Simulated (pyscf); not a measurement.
Thermochemistry of product channels of F–N•–F + H₃Si–O–SiH₃ on the doublet surface, in kcal/mol, from ωB97M-D3(BJ)/def2-TZVP energies (ideal gas, 1 atm, RRHO with modes under 100 cm⁻¹ raised to 100, one conformer, R ln 2 for chiral ones without a mode under 150 cm⁻¹). Structures and frequencies: ωB97X-D3(BJ)/def2-SVP in PySCF.

```tsv
products	ΔE	ΔH(298 K)	ΔG(298 K)	ΔG(600 K)
HF + F–N•–SiH₂–O–SiH₃	[?]	-39.8	-38.2	-37.1
F–SiH₂–O–SiH₃ + •HN–F	[?]	-71.2	-71.0	-70.8
```

Problem. Complete the blanks.

Solution. 
- HF + F–N•–SiH₂–O–SiH₃, ΔE: -41.1
- F–SiH₂–O–SiH₃ + •HN–F, ΔE: -73.1

These are energies of the channels, which say nothing of barriers. F–N•–SiH₂–O–SiH₃ lies 91.5 kcal/mol over its isomer •HN–SiH₂–O–SiH₂–F (electronic energy, ωB97M-D3(BJ)/def2-TZVP).
